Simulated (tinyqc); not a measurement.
Inside a calculation. Method: geometry optimisation on the UHF/sto-3g surface (energies and gradients from PySCF), for NH, spin multiplicity 3. One step of it, computed by the program tinyqc.

Question. Step 1: move. Quasi-Newton step p = -H^(-1) g (first H = 0.15 times the unit matrix); steps longer than 0.3 bohr are cut back.

positions at the start (bohr):
```
           x         y         z
1N  0.000000  0.000000  0.000000
2H  0.000000  0.000000  2.093817
```

gradient (hartree/bohr):
```
             x           y            z
1N  0.00000000  0.00000000  -0.02144816
2H  0.00000000  0.00000000   0.02144816
```

Give: positions after step 1.

Answer.

positions after step 1 (bohr):
```
         x       y       z
1N  0.0000  0.0000  0.1430
2H  0.0000  0.0000  1.9508
```
